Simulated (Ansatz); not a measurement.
SiH2OF (SMILES O[SiH]F): methods side by side

SiH2OF has 5 atoms, charge 0, and is taken as a doublet. SMILES: `O[SiH]F`. Geometry: relaxed at PBE0-D4/def2-TZVP. This is one conformer, not always the lowest.

```xyz
5

O    -0.6152   -0.8846   -0.2763
Si    0.2839    0.2457    0.4931
F     0.2070    1.6465   -0.2831
H    -1.5645   -0.7651   -0.3380
H     1.6888   -0.2426    0.4044
```

Each level gives the vertical ionisation energy (to the singlet cation) (eV). The values are calculated.

| level | kind | program | value (eV) | less FCI/STO-3G | CPU time (all runs) |
| --- | --- | --- | --- | --- | --- |
| USVWN5/STO-3G | LDA | Ansatz | 4.73 | +0.60 | 1.9 s |
| UBLYP/STO-3G | GGA | Ansatz | 4.74 | +0.61 | 3.1 s |
| UPBE/STO-3G | GGA | Ansatz | 4.85 | +0.72 | 3.1 s |
| U-r2SCAN/STO-3G | meta-GGA | Ansatz | 5.13 | +1.00 | 8.5 s |
| U-wB97X/STO-3G | range-separated hybrid | Ansatz | 5.40 | +1.27 | 16 s |
| UBCCD(T)/STO-3G | coupled cluster or CI | Ansatz | 4.16 | +0.03 | 0.65 s |
| UCCSDT/STO-3G | coupled cluster or CI | Ansatz | 4.14 | +0.01 | 1.8 s |
| UCCSDTQ/STO-3G | coupled cluster or CI | Ansatz | 4.13 | 0.00 | 2.1 min |
| FCI/STO-3G | exact in the basis | Ansatz | 4.13 | 0.00 | 42 s |

FCI/STO-3G is exact within its basis and frozen core, so for wave-function methods in that basis the difference is their error; functionals converge differently with the basis, so for them it is only a difference. The values span 4.13 to 5.40 eV. All rows use very small basis sets, so even the best lies far from the true value. CPU times are rough (shared hosts, several kinds of processor): they show what a rung costs within a factor of a few.
